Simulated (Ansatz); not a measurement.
# C3H4ClN: small, medium and large basis sets

The task here is to estimate one member of a computed series from the others.

Program: Ansatz 0.2.0, Gaussian basis. Level of theory: one geometry, several basis sets. These are calculated values, not measurements.

Plan: PBE0-D4/def2-SVP; ωB97M-V/def2-SVP; PBE0-D4/def2-QZVPP; ωB97M-V/def2-QZVPP; the functionals' def2-TZVPP values are taken from earlier runs.

## The relaxed structure

An earlier PBE0-D4 in a triple-zeta def2 set relaxation fixed the geometry.

SMILES `ClCC1=CN1`, 9 atoms, charge 0, spin multiplicity 1.

Atoms are counted from 1 here; the program's logs count them from 0.

Bond lengths: Cl1–C2 1.796 Å, C2–C3 1.450 Å, C2–H6 1.091 Å, C2–H7 1.088 Å, C3–C4 1.272 Å, C3–N5 1.495 Å, C4–N5 1.502 Å, C4–H8 1.074 Å, N5–H9 1.024 Å. Angles: Cl1–C2–C3 110.7°, Cl1–C2–H6 106.3°, Cl1–C2–H7 107.5°, C3–C2–H6 110.5°, C3–C2–H7 111.5°, H6–C2–H7 110.2°, C2–C3–C4 157.7°, C2–C3–N5 136.7°, C4–C3–N5 65.1°, C3–C4–N5 64.6°, C3–C4–H8 156.5°, N5–C4–H8 138.0°, C3–N5–C4 50.2°, C3–N5–H9 107.5°, C4–N5–H9 107.8°.

As a file:

```mol
C3H4ClN
  3D, bonds by distance, orders not assigned

  9  9  0  0  0  0  0  0  0  0999 V2000
   -0.8780    2.0964   -0.8316 Cl  0  0
    0.3971    0.8321   -0.8695 C   0  0
    0.0748   -0.2475    0.0428 C   0  0
   -0.1691   -1.4384    0.4177 C   0  0
    0.0364   -0.4444    1.5247 N   0  0
    1.3234    1.3232   -0.5677 H   0  0
    0.4758    0.4779   -1.8956 H   0  0
   -0.2848   -2.5010    0.3110 H   0  0
   -0.8870   -0.1447    1.8512 H   0  0
  1  2  8  0
  2  3  8  0
  3  4  8  0
  4  5  8  0
  2  6  8  0
  2  7  8  0
  4  8  8  0
  5  9  8  0
  3  5  8  0
M  END
```

The first run:

Input file in.yaml:

```yaml
crystal:
  periodic: [false, false, false]
  atoms:
    - {symbol: Cl, position_ang: [-0.878040, 2.096435, -0.831644]}
    - {symbol: C, position_ang: [0.397122, 0.832083, -0.869527]}
    - {symbol: C, position_ang: [0.074769, -0.247500, 0.042776]}
    - {symbol: C, position_ang: [-0.169064, -1.438409, 0.417739]}
    - {symbol: N, position_ang: [0.036395, -0.444408, 1.524742]}
    - {symbol: H, position_ang: [1.323377, 1.323208, -0.567725]}
    - {symbol: H, position_ang: [0.475779, 0.477935, -1.895618]}
    - {symbol: H, position_ang: [-0.284818, -2.500950, 0.310997]}
    - {symbol: H, position_ang: [-0.887021, -0.144696, 1.851161]}
basis:
  gaussian: {orbitals: def2-SVP}
hamiltonian: {xc: pbe0, dispersion: d4}
output: {orbitals: {seedname: orbitals}}
```

Started as:

```
> ansatz run in.yaml --threads 2 --pin off --events-out ev --progress --plain --max-ram 4352MiB
```

Among the steps run: PBE0-D4 in def2-SVP; ωB97M-V in def2-SVP; PBE0-D4 in def2-QZVPP; ωB97M-V in def2-QZVPP.

One of the session's tables, all rows but one given; the rest of the session is left out.

It belongs to the step «Density functionals: the series». 

```
functional       basis  HOMO (eV)
   PBE0-D4    def2-SVP      -6.01
   PBE0-D4  def2-TZVPP      -6.21
   PBE0-D4  def2-QZVPP          ?
   ωB97M-V    def2-SVP      -8.28
   ωB97M-V  def2-TZVPP      -8.50
   ωB97M-V  def2-QZVPP      -8.55
```

Q: Estimate the row for PBE0-D4, def2-QZVPP from the others.

The run gave: HOMO (eV): -6.26. In the column «HOMO (eV)» it lies between ωB97M-V, def2-SVP (-8.28) and PBE0-D4, def2-TZVPP (-6.21).
